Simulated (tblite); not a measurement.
# C2H8N: the cost of one run

Programs: tblite 0.8.0 and PySCF 2.14.0. All values are calculated, for the isolated system unless a continuum is named. Atoms count from 0, parts from 1.

## Step 1: The system as given

11 atoms, charge 1, multiplicity 1; geometry: rigid parts in contact. Parts: 1 = atoms 0–5, `C=C`, charge 0; 2 = atoms 6–10, `[NH4+]`, charge 1.

## Step 2: Bringing the parts together with GFN2-xTB

Job settings and geometry (Å):

```
{"job": {"kind": "dock", "xc": "GFN2-xTB", "basis": "xTB"}, "charge": 1, "multiplicity": 1, "parts": [{"atoms": "0-5", "charge": 0, "multiplicity": 1}, {"atoms": "6-10", "charge": 1, "multiplicity": 1}]}
C     -0.630318     0.138670    -0.128918
C      0.630310    -0.138445     0.129075
H     -0.922650     1.033659    -0.653534
H     -1.432025    -0.515985     0.171751
H      1.432330     0.515374    -0.172029
H      0.922355    -1.033273     0.653656
N      2.273653    -1.726728    -2.123727
H      3.157706    -2.140787    -1.796363
H      2.414745    -1.307233    -3.053293
H      1.552956    -2.459771    -2.183832
H      1.969143    -0.999592    -1.461380
```

With the program's defaults for keys left out, this is: GFN2-xTB search for minima from random contacts, gas phase.

Command:

```bash
$ OMP_NUM_THREADS=1 python cluster_run.py task.json out
```

The driver reads the jobs from task.json and runs them one after another.

**Question.** How long does this first job take on 1 thread of Arm Neoverse V1, shared host?

About 1.1 s.
